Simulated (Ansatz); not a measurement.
Two shapes of singlet H2F2.

Shape 1:

```xyz
4

F     0.0302   -0.3499   -1.2142
H     0.0229    0.4116   -0.8069
F     0.0364    0.3756    1.1608
H     0.0004   -0.4963    0.8271
```

Shape 2:

```xyz
4

F     0.0000   -0.4150   -1.2896
H     0.0000    0.4916   -0.8625
F     0.0000    0.4150    1.2896
H     0.0000   -0.4916    0.8625
```

Basis set: 6-31G* (spherical functions). Left uncorrelated: 2 orbitals. Charge 0, multiplicity 1.

Computed with Ansatz (development build ahead of 0.2.0); each method stands on the lowest determinant of its kind that the runs found.

Task: Which shape is lower in energy, and by how much in each method?

Result:

```
 method  E(2) − E(1) (eV)
    RHF             0.276
RHF-MP2            -0.006
```

The methods disagree on the order.
